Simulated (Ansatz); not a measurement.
We consider body-centred tetragonal In, described by r²SCAN-D4 (Ansatz, a first-principles code, PAW).

Numerical settings: plane-wave cutoff 560 eV, 24×24×24 k mesh, Fermi–Dirac smearing 0.05 eV, scalar-relativistic PAW data made under PBE.

Cell (relaxed at this level):

Space group I4/mmm (No. 139); a = b = 3.230 Å, c = 4.957 Å, α = β = γ = 90.00°

```json
[
 {"atom": "In", "site": "2a", "symmetry": "4/mmm", "x": "0.0000", "y": "0.0000", "z": "0.0000"}
]
```
(The calculation used a cell of 1 atom; values per cell refer to that cell.)

Task: Predict the bulk modulus B0 and pressure derivative B′ of the bulk modulus.

Result: 
- bulk modulus B0 = 44.5 GPa
- pressure derivative B′ of the bulk modulus = 5.2

The run finds no gap.

Measured, for comparison: bulk modulus 44.7 GPa (copied from a table, unchecked, extrapolated to 0 K and zero-point effects removed; as tabulated in Lejaeghere et al. (2013), arXiv:1204.2733). Computed (rounded) less measured: bulk modulus not scored (unchecked).

Note: the bulk modulus comes from volumes at which shape and atoms were relaxed.

Spin–orbit coupling is not included.

Static lattice: no zero-point or thermal effects.
